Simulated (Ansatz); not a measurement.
Mulliken charges of C3H5Cl, SMILES `C=CCCl` from ωB97M-V/def2-TZVPP in Ansatz (PBE0-D4/def2-TZVP geometry).

```tsv
atom	x (Å)	y (Å)	z (Å)	charge (e)
C1	-0.287	1.309	-0.450	-0.204
C2	0.380	0.166	-0.390	-0.110
C3	0.091	-0.896	0.603	-0.124
Cl4	-0.383	-2.424	-0.211	-0.133
H5	-0.036	2.073	-1.177	0.107
H6	-1.108	1.522	0.227	0.092
H7	1.192	-0.035	-1.084	0.118
H8	-0.729	-0.619	1.264	0.118
H9	0.969	-1.143	1.201	0.135
```

By hand: the dipole of these point charges (1 e Å = 4.8032 D).

Σ q r = (0.136, 0.279, 0.166) e Å, of length 0.352 e Å = 1.69 D.

How does the dipole of the full density compare? (Estimate.)

Ansatz gave: (0.106, 0.350, 0.156) e Å, 1.91 D; the point charges give 0.88 times that, at 10° from its direction.

Point charges leave out the atoms' own dipoles, such as those of lone pairs, and Mulliken's split depends on the basis, so the close match here is no proof of good charges.
